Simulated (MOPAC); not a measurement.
MOPAC input (PM6):

```
PM6 1SCF UHF MS=0.5 GEO-OK AUX(PRECISION=9) THREADS=1
HS

S    -0.00000000 1   -0.00000000 1   -0.07925565 1
H     0.00000000 1    0.00000000 1    1.26809037 1
```

Problem. What heat of formation does the run end on, and which ionisation energy by Koopmans theorem?

Solution. 32.05 kcal/mol; 9.39 eV.
